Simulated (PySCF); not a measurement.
C2H4O2. Atoms are numbered in the order given.

```xyz
8

C      0.1102     1.3882     0.0000
C     -0.1217    -0.0929     0.0000
O      1.0342    -0.7763     0.0000
O     -1.1928    -0.6381     0.0000
H     -0.8517     1.9116     0.0000
H      0.6981     1.6736     0.8847
H      0.6981     1.6736    -0.8847
H      0.7932    -1.7155     0.0000
```
Charge 0, spin multiplicity 1.

Geometry: PBE0-D3(BJ)/def2-SVP. Other conformers were not sampled.

All values below come from PySCF with PBE0/pcSseg-1.

GIAO shieldings, no solvent; atoms alike by connectivity are averaged. δ = σ(ref) − σ: ¹³C against TMS (σ = 186.3 ppm); ¹⁷O against H2O (σ = 334.2 ppm); ¹H against TMS (σ = 31.56 ppm), references at their B3LYP-D3(BJ)/def2-TZVP geometries, non-relativistic.

Computed chemical shifts:
```
nucleus       atoms  count  δ (ppm)
-------  ----------  -----  -------
¹³C              C2      1    175.3
¹³C              C1      1     22.0
¹⁷O              O4      1    453.8
¹⁷O              O3      1    214.8
¹H               H8      1     5.84
¹H       H5, H6, H7      3     2.29
```
